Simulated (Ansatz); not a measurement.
System: rock-salt BaO. Method: LC-ωPBE in Ansatz (PAW).

Total energies, extrapolated to zero smearing (they compare only within this program, potentials and cutoff; free atoms with spin allowed, lowest state found):

```json
[
 {"system": "rock-salt BaO, relaxed", "energy (eV/atom)": "-3259.0789"},
 {"system": "free Ba atom", "energy (eV/atom)": "-5945.0194"},
 {"system": "free O atom", "energy (eV/atom)": "-562.9288"}
]
```

Work out the cohesive energy per atom.

E_coh = [1 × (-5945.0194) + 1 × (-562.9288)]/2 − (-3259.0789) = 5.10 eV/atom. The reference value is 5.08 ± 0.03 eV/atom (worked out here from tabulated enthalpies at 298 K, copied from a table, unchecked, brought to a static lattice with a Debye model, atoms in their spin–orbit ground levels; inputs from the CRC Handbook), a difference of +0.02 eV/atom.

The PAW data were made under PBE.

Ansatz is a program for electronic structure.
